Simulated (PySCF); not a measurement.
F4Si, SMILES `F[Si](F)(F)F`, neutral singlet in the gas phase. 

Cartesian coordinates (Å):
```xyz
5

F      1.5005    -0.2903     0.3475
Si     0.0000     0.0000     0.0000
F     -0.1100     1.3858    -0.7239
F     -0.5454    -1.1268    -0.9431
F     -0.8452     0.0313     1.3196
```
Charge 0, spin multiplicity 1.

All levels are single points at this geometry (B3LYP-D3(BJ)/def2-TZVP); Pople sets use spherical d functions. Orbital energies aren't observables, and empty levels follow the basis.

```csv
level,HOMO (eV),LUMO (eV),gap (eV),dipole (D),"vertical IE, Delta-SCF (eV)"
B3LYP-D3(BJ)/def2-TZVP in PySCF,-12.45,0.05,12.50,0.00,15.31
PBE-D3(BJ)/def2-TZVP in PySCF,-10.58,-0.60,9.98,0.00,–
B3LYP/3-21G in PySCF,-11.51,0.26,11.76,0.00,–
B3LYP/6-311+G** in PySCF,-12.64,-0.94,11.70,0.00,–
SVWN5/6-31G* in PySCF,-10.24,-0.55,9.69,0.00,–
HF/STO-3G in PySCF,-12.01,12.00,24.00,0.00,–
```
